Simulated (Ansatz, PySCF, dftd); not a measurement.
Species: C2H7N, charge 0, singlet. C2H7N (N-methylmethanamine, SMILES CNC).
B3LYP-D3(BJ)/def2-TZVP minimum from Ansatz (a program for electronic structure):
```
N
H 1 1.0122
C 1 1.4533 2 109.85
H 3 1.0907 1 109.81 2 53.61
H 3 1.0928 4 107.72 1 -119.03
H 3 1.1029 4 108.38 5 -115.97
C 1 1.4533 2 109.85 3 -124.94
H 7 1.0907 1 109.81 2 -53.61
H 7 1.0928 8 107.72 1 119.03
H 7 1.1029 8 108.38 9 115.97
```
Charge 0, spin multiplicity 1.

Wanted: enthalpy of formation at 298 K (by atomisation, with ideal-gas terms from PySCF's Hessian at B3LYP-D3(BJ)/def2-TZVP and the atoms' measured values of the G2/97 table; no spin-orbit terms), in kcal/mol. Open shells are spin-unrestricted; no spin-orbit coupling. Cores are frozen in correlated methods. Rows without X2C or -DK are non-relativistic. CBS(X,Y): correlation extrapolated as X^-3, Hartree-Fock from the larger set. A bracket is a step between two methods taken in the basis named. The functionals are non-relativistic, so their misses hold any scalar relativity. Double hybrids freeze cores in their MP2 part. '+ core + X2C': CCSD(T) terms for core correlation (cc-pwCVTZ) and scalar relativity (cc-pVTZ-DK). For partners of very few electrons the exact lower level stands in for a higher one.

Measured: -3.8 kcal/mol, -15.9 kJ/mol (Active Thermochemical Tables 1.112 (ions: stationary electron), as tabulated in the package chemicals); atomic spin-orbit terms, which the calculations lack, would raise the computed values.

| level | program | enthalpy of formation at 298 K (kcal/mol) | error against that value |
|---|---|---|---|
| HF/cc-pVQZ | Ansatz | 231.2 | 235.0 |
| PBE-D4/def2-TZVPD | Ansatz + dftd4 | -18.7 | -14.9 |
| PBE/def2-TZVPD | Ansatz | -15.9 | -12.1 |
| PBE0/def2-TZVPD | Ansatz | -3.2 | 0.6 |
| B2GP-PLYP-D4/def2-TZVPD | Ansatz + dftd4 | 9.0 | 12.8 |
| MP2/cc-pVDZ | Ansatz | 60.1 | 63.9 |
| CCSD/cc-pVQZ | Ansatz | 16.7 | 20.5 |
| CCSDT(Q)/cc-pVDZ | Ansatz | 61.7 | 65.5 |
| CCSD(T)/CBS(cc-pVTZ,cc-pVQZ) + [CCSDT(Q) - CCSD(T)]/cc-pVDZ + core + X2C | Ansatz | -4.8 | -1.0 |
